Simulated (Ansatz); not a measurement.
# C4H4F2: up Jacob's ladder to CCSD(T)

Aim: compute C4H4F2 with functionals from several rungs and with coupled cluster. The yardstick is the atomisation energy at the CCSD(T) limit.

The runs use Ansatz 0.2.0, Gaussian basis; functionals in def2-TZVPP, the program's frozen cores in correlated methods.

The runs, in order: PBE-D4, r2SCAN-D4, PBE0-D4, B3LYP-D4, ωB97X-V, ωB97M-V, B2PLYP; CCSD(T)/def2-TZVPP; MP2/def2-QZVPP; extrapolation to the limit.

## Step 1: The relaxed structure

All runs share one geometry, relaxed beforehand with PBE0-D4 in a triple-zeta def2 set.

SMILES `F[C@@H]1C=C[C@@H]1F`, 10 atoms, charge 0, spin multiplicity 1.

Atoms are counted from 1 here; the program's logs count them from 0.

Bond lengths: F1–C2 1.370 Å, C2–C3 1.501 Å, C2–C5 1.560 Å, C2–H7 1.095 Å, C3–C4 1.335 Å, C3–H8 1.083 Å, C4–C5 1.501 Å, C4–H9 1.083 Å, C5–F6 1.370 Å, C5–H10 1.095 Å. Angles: F1–C2–C3 115.8°, F1–C2–C5 113.8°, F1–C2–H7 107.7°, C3–C2–C5 85.7°, C3–C2–H7 117.0°, C5–C2–H7 115.9°, C2–C3–C4 94.3°, C2–C3–H8 131.9°, C4–C3–H8 133.7°, C3–C4–C5 94.3°, C3–C4–H9 133.7°, C5–C4–H9 131.9°, C2–C5–C4 85.7°, C2–C5–F6 113.8°, C2–C5–H10 115.9°, C4–C5–F6 115.8°, C4–C5–H10 117.0°, F6–C5–H10 107.7°.

## Step 2: PBE-D4 (GGA)

in.yaml

```yaml
crystal:
  periodic: [false, false, false]
  atoms:
    - {symbol: F, position_ang: [-0.899018, -0.303847, -1.811732]}
    - {symbol: C, position_ang: [0.103766, -0.333898, -0.879070]}
    - {symbol: C, position_ang: [-0.208899, -1.069157, 0.392173]}
    - {symbol: C, position_ang: [-0.151632, 0.024202, 1.156683]}
    - {symbol: C, position_ang: [0.171582, 0.943262, 0.014181]}
    - {symbol: F, position_ang: [-0.782094, 1.879623, -0.285726]}
    - {symbol: H, position_ang: [1.029422, -0.606641, -1.395608]}
    - {symbol: H, position_ang: [-0.349176, -2.122661, 0.602313]}
    - {symbol: H, position_ang: [-0.228056, 0.196061, 2.223617]}
    - {symbol: H, position_ang: [1.139306, 1.453657, 0.046568]}
basis:
  gaussian: {orbitals: def2-TZVPP}
hamiltonian: {xc: pbe, dispersion: d4}
output: {forces: true, orbitals: {seedname: orbitals}}
```

The run is started by

```console
$ ansatz run in.yaml --threads 4 --pin off --events-out ev --progress --plain --max-ram 10444MiB
```

After this run come: r2SCAN-D4 (meta-GGA); PBE0-D4 (hybrid); B3LYP-D4 (hybrid); ωB97X-V (range-separated); ωB97M-V (range-separated); B2PLYP (double hybrid); CCSD(T) in def2-TZVPP; MP2 in def2-QZVPP.

Q: Predict the results of all the runs planned. Wanted: atomisation energy, CCSD(T)/CBS; farthest; mean size of error, hybrid; mean size of error, range-separated; gap, smallest and largest; T1 diagnostic; triples share of the correlation energy.

**Answer**, as computed:

| quantity | value |
| --- | --- |
| atomisation energy, CCSD(T)/CBS | 1016.7 kcal/mol |
| functionals within 5.1 kcal/mol (0.5 %) | B3LYP-D4, ωB97X-V |
| farthest | PBE-D4 (+43.5 kcal/mol) |
| mean size of error, hybrid | 8.2 kcal/mol |
| mean size of error, range-separated | 5.1 kcal/mol |
| gap, smallest and largest | 5.33 eV (PBE-D4), 12.36 eV (ωB97X-V) |
| T1 diagnostic | 0.0114 |
| triples share of the correlation energy | 3.8 % |

In words: PBE-D4 misses by +43.5 kcal/mol. Double hybrids carry the basis error of their MP2 part in triple zeta, and no dispersion term here, so their miss is partly the set-up's. Misses under about 5.1 kcal/mol are within the doubt on the reference itself, which lacks core-valence correlation, relativity and higher excitations. Hartree-Fock recovers 72 % of the binding; the rest is correlation. The gap grows from 5.3 to 12.4 eV across the functionals, mostly with the share of exact exchange.
